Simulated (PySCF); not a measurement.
Screening by computed properties: pick the candidate that meets the target.

Each SMILES stands for a single optimised conformer of the isolated species, non-relativistic unless stated. Electronic properties by PySCF.

Dipoles, sizes and rotational constants follow the conformer. The torsions of the flexible species, by atom-mapped SMILES:
- `[N:1]#[C:2][c:3]1[cH:4][cH:5][n:6][n:7]1[CH:8]1[CH2:9][CH2:10]1`: N6–N7–C8–C9 34°
- `[CH2:1]=[CH:2]/[CH:3]=[CH:4]/[CH:5]=[CH2:6]`: C1–C2–C3–C4 180°, C3–C4–C5–C6 180°
- `[CH3:1][O:2][C@@H:3]1[CH2:4][C@:5]1([C:6](=[O:7])[Cl:8])[C:9]([F:10])([F:11])[F:12]`: C1–O2–C3–C4 165°, C4–C5–C6–O7 -159°, C4–C5–C9–F10 98°
- `[NH2:1][c:2]1[cH:3][cH:4][cH:5][c:6]2[cH:7][n:8][nH:9][c:10]12`: H–N1–C2–C3 -151°, H–N1–C2–C3 -18°
- `[CH2:1]=[CH:2][C:3]1=[CH:4][C:5]([CH3:6])=[C:7]([SiH3:8])[P@@H:9]1=[O:10]`: C1–C2–C3–C4 -173°

(1) Wanted: HOMO–LUMO gap above 6.5 eV (PBE0/pcSseg-1) and smallest rotational constant below 1 GHz (GFN2-xTB), at GFN2-xTB geometries. Which candidate meets both?
A. `N#Cc1ccnn1C1CC1`
B. `CO[C@@H]1C[C@]1(C(=O)Cl)C(F)(F)F`
C. `n1[nH]c2c(cccc2c1)N`
D. `C(/C=C)=C\C=C`

(2) Wanted: HOMO energy between -7 eV and -6.5 eV (PBE0/pcSseg-1) and dipole moment above 2.8 D (PBE0/pcSseg-1), at GFN2-xTB geometries. Which candidate meets both?
A. `CO[C@@H]1C[C@]1(C(=O)Cl)C(F)(F)F`
B. `C(/C=C)=C\C=C`
C. `C1(C)C=C(C=C)[P@H](C=1[SiH3])=O`
D. `N#Cc1ccnn1C1CC1`
E. `NC1=C2NN=CC2=CC=C1`

## Answers

(1) B. Computed values:
```csv
species,HOMO–LUMO gap,smallest rotational constant
C(/C=C)=C\C=C,4.87 eV,1.294 GHz
n1[nH]c2c(cccc2c1)N,5.30 eV,0.910 GHz
N#Cc1ccnn1C1CC1,6.29 eV,0.837 GHz
CO[C@@H]1C[C@]1(C(=O)Cl)C(F)(F)F,6.77 eV,0.553 GHz
```

(2) C. Computed values:
```csv
species,HOMO energy,dipole moment
CO[C@@H]1C[C@]1(C(=O)Cl)C(F)(F)F,-8.12 eV,3.68 D
N#Cc1ccnn1C1CC1,-7.52 eV,2.53 D
C1(C)C=C(C=C)[P@H](C=1[SiH3])=O,-6.68 eV,4.52 D
C(/C=C)=C\C=C,-6.26 eV,0.00 D
NC1=C2NN=CC2=CC=C1,-5.77 eV,3.06 D
```
